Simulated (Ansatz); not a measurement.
Basis-set series for AlH5SSi (`[AlH2][SiH2]S`). Total charge 0; spin multiplicity 1. All single points use the PBE0-D4/def2-TZVP geometry. It is one conformer, not always the lowest.

```
functional       basis  functions  energy (Eh)  HOMO (eV)  LUMO (eV)
   PBE0-D4    def2-SVP         79   -932.44722      -7.21      -2.18
   PBE0-D4  def2-TZVPP        196   -932.77545      -7.37      -2.19
   ωB97M-V    def2-SVP         79   -932.74364      -9.35      -0.48
   ωB97M-V  def2-TZVPP        196   -933.07243      -9.55      -0.55
```

**Question.** Give the rows for def2-QZVPP. (An estimate is asked.)

**Answer.** Computed: 
```csv
functional,basis,functions,energy (Eh),HOMO (eV),LUMO (eV)
PBE0-D4,def2-QZVPP,360,-932.80489,-7.40,-2.21
ωB97M-V,def2-QZVPP,360,-933.10086,-9.59,-0.64
```
